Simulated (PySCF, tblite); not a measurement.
**C4H9S2 radical: geometry, infrared bands and EPR parameters**

What infrared bands and EPR parameters should C4H9S2 radical (`[CH2]CSSCC`) show?

The runs use tblite 0.8.0 and PySCF 2.14.0, with density-fitted response routines of our own; the level of theory stands in each step. All values are computed, except where a source is named. Atoms count from 0, in the outputs and in this text.

### 1 The molecule as given

15 atoms, charge 0, multiplicity 2; geometry from: force field or distance geometry start.

Bonds of the start (Å): C0–C1 1.50, C1–S2 1.80, S2–S3 2.05, S3–C4 1.83, C4–C5 1.53, C0–H6 1.08, C0–H7 1.08, C1–H8 1.10, C1–H9 1.08, C4–H10 1.10, C4–H11 1.09, C5–H12 1.09, C5–H13 1.10, C5–H14 1.10.

### 2 Optimising the geometry with GFN2-xTB

The job: settings as JSON, then the geometry in Å.

```
{"job": {"kind": "relax", "xc": "GFN2-xTB", "basis": "xTB"}, "charge": 0, "multiplicity": 2}
C      2.999000    -0.260700    -0.136500
C      1.838400    -0.285400    -1.087700
S      0.794700     1.165300    -0.844600
S     -0.098500     0.834900     0.975000
C     -1.512400    -0.250500     0.579800
C     -2.587700     0.476100    -0.225100
H      2.928900    -0.764600     0.814500
H      3.868600     0.350800    -0.351600
H      1.265000    -1.210700    -0.955100
H      2.217100    -0.280600    -2.100500
H     -1.160000    -1.135100     0.032000
H     -1.944000    -0.600900     1.519100
H     -3.442800    -0.187200    -0.372900
H     -2.219600     0.787000    -1.210900
H     -2.951100     1.369500     0.312900
```

The run is started by

```sh
> OMP_NUM_THREADS=1 python probes_run.py task.json out
```

One launch serves the whole session: the jobs run in the order shown.

**Question.** This job is followed by: GFN2-xTB harmonic vibrations, gas phase; UKS B3LYP, pcH-1 on C H S, non-relativistic, mean-field spin-orbit, GIAO. Predict these results of the whole session: strongest single infrared mode (GFN2-xTB); zero-point energy (GFN2-xTB); g(iso) (B3LYP); ⟨S²⟩; largest a(iso); potential on the surface of density 0.002 e/bohr³, 1st and 99th percentile; property runs in this session.

**Answer**, as computed:

| quantity | value |
| --- | --- |
| strongest single infrared mode (GFN2-xTB) | 3127 cm⁻¹, 74 km/mol |
| zero-point energy (GFN2-xTB) | 73.6 kcal/mol |
| g(iso) (B3LYP) | 2.03274 |
| ⟨S²⟩ | 0.753 (exact 0.75) |
| largest a(iso) | 1H on H10, 19.1 MHz |
| potential on the surface of density 0.002 e/bohr³, 1st and 99th percentile | -0.96 V and 1.04 V |
| property runs in this session | 1, of which 0 failed and 1 gave unsound results |

In words: The optimisation took 130 steps and gained 0.647 eV; among the close pairs (by a distance rule), C1–S2 changed most, from 1.804 to 3.789 Å. The frame itself reshapes: C1···S2 goes from 1.80 to 3.79 Å. The lowest mode is imaginary (24i cm⁻¹), so the xTB geometry is not a minimum: the zero-point energy counts the real modes alone, and all values at this geometry belong to a saddle point. The strongest single mode, at 3127 cm⁻¹, moves mainly H7, H9 and H6. GFN2-xTB is a fitted tight-binding method: band positions and strengths are rough. Its intensities can rank the bands wrongly. The structure rearranged or came apart on optimisation; the results belong to the end geometry, not to the formula as drawn. S2 carries the largest spin population, 0.64 e. The isotropic g lies 30.4 ppt above the free-electron value. These values are not to be trusted: the run shows nearly degenerate orbitals, where second-order g theory doesn't apply. These values are for one conformer; the search (at its own cheap level) found 2 more, at 0.02, 0.05 kcal/mol (those within 0.05 may be mirror or relabelled copies), and measured spectra average over such forms.
